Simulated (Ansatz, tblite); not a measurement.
# The cluster NbS2−: a ladder of methods and basis sets

One table from this session's results is given with a row withheld; the runs are named, their logs left out.

Computed with Ansatz 0.2.0, Gaussian basis. Level: as each input shows.

The runs, in order: GFN1-xTB, GFN2-xTB, PBE-D4/def2-TZVPD, r2SCAN-D4/def2-TZVPD, ωB97M-V/def2-TZVPD, HF/def2-TZVPD, revPBE-D4/def2-TZVPD, BHLYP-D4/def2-TZVPD, LC-ωPBE/def2-TZVPD, PBE-D4/def2-SVPD, PBE0-D4/def2-SVPD, CCSD(T)/def2-TZVPPD, MP2/def2-TZVPD, RPA/def2-TZVPD.

2 further runs of the same task are left out: 2 set aside as unsound or not needed. Runs told in other sessions of the task aren't counted.

**The structure**

The geometry is that of the singlet, from an earlier relaxation (B3LYP-D4/def2-TZVPD). At that level it is the lowest of the isomers that a small search found.

3 atoms, charge -1, spin multiplicity 1.

Bond lengths: Nb1–S2 2.179 Å, Nb1–S3 2.179 Å. Angles: S2–Nb1–S3 112.5°.

Geometry (Å):

```
Nb    0.60837    0.12913    0.51437
S     0.85541    0.01100   -1.64768
S    -1.46378   -0.14014    1.13332
```

Nb takes a core potential in the def2 sets. No spin-orbit coupling is included. The ion is computed in the gas phase, without counter-ions or solvent.

PBE0-D4/def2-TZVPD was run before; its log isn't repeated, and its numbers join the tables.

Set-up of the first run:

Tight binding, by tblite at 300 K electronic temperature and without a spin-polarisation term:

```python
tblite.interface.Calculator('GFN1-xTB', numbers, positions, charge=-1, uhf=0).singlepoint()
```

Tight binding, by tblite at 300 K electronic temperature and without a spin-polarisation term:

```python
tblite.interface.Calculator('GFN2-xTB', numbers, positions, charge=-1, uhf=0).singlepoint()
```

start.molden holds the orbitals of an earlier run on this state, given as this run's starting guess.

Contents of in.yaml:

```yaml
crystal:
  periodic: [false, false, false]
  atoms:
    - {symbol: Nb, position_ang: [0.608371, 0.129135, 0.514369]}
    - {symbol: S, position_ang: [0.855413, 0.011004, -1.647680]}
    - {symbol: S, position_ang: [-1.463783, -0.140139, 1.133321]}
basis:
  gaussian: {orbitals: def2-TZVPD, initial_orbitals: start.molden}
total_charge: -1
hamiltonian: {xc: pbe, dispersion: d4}
scf: {omitted_lower_state_checks: [starts]}
output: {orbitals: {seedname: orbitals}}
```

Command:

```bash
$ ansatz run in.yaml --threads 4 --pin off --events-out ev --progress --plain --max-ram 3916MiB
```

Among the steps run: PBE-D4/def2-TZVPD; r2SCAN-D4/def2-TZVPD; ωB97M-V/def2-TZVPD; HF/def2-TZVPD; revPBE-D4/def2-TZVPD; BHLYP-D4/def2-TZVPD; LC-ωPBE/def2-TZVPD; PBE-D4/def2-SVPD; PBE0-D4/def2-SVPD; CCSD(T)/def2-TZVPPD; MP2/def2-TZVPD; RPA/def2-TZVPD.

One table of the session follows, with a row left open; its other results are not shown here.

| level | HOMO (eV) | LUMO (eV) | gap (eV) |
| --- | --- | --- | --- |
| HF/def2-TZVPD | -2.91 | 3.98 | 6.89 |
| PBE-D4/def2-SVPD | 0.28 | 0.68 | 0.40 |
| PBE-D4/def2-TZVPD | 0.31 | 0.72 | 0.41 |
| revPBE-D4/def2-TZVPD | 0.36 | 0.79 | 0.42 |
| r2SCAN-D4/def2-TZVPD | 0.13 | 0.79 | 0.66 |
| PBE0-D4/def2-SVPD | -0.64 | 1.46 | 2.10 |
| PBE0-D4/def2-TZVPD | -0.61 | 1.50 | 2.11 |
| BHLYP-D4/def2-TZVPD | -1.46 | 2.33 | 3.79 |
| LC-ωPBE/def2-TZVPD | -3.00 | 3.47 | 6.47 |
| ωB97M-V/def2-TZVPD | ? | ? | ? |

Estimate the missing values for ωB97M-V/def2-TZVPD.

**Answer.** HOMO (eV): -2.72; LUMO (eV): 3.35; gap (eV): 6.07. In the column «HOMO (eV)» it lies between HF/def2-TZVPD (-2.91) and BHLYP-D4/def2-TZVPD (-1.46).
